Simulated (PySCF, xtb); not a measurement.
water (H2O), SMILES O.

GFN2-xTB in xtb 6.7.1 at its own geometry gives an orbital gap of 14.39 eV and a dipole moment of 2.22 D.

Coordinates come from a B3LYP-D3(BJ)/def2-TZVPD optimisation.

Problem. What does PySCF with PBE/def2-TZVPD give? (Estimate from the structure and the level; the computed values follow.)

Solution. gap 6.58 eV (levels -7.23 and -0.64 eV), dipole 1.79 D.
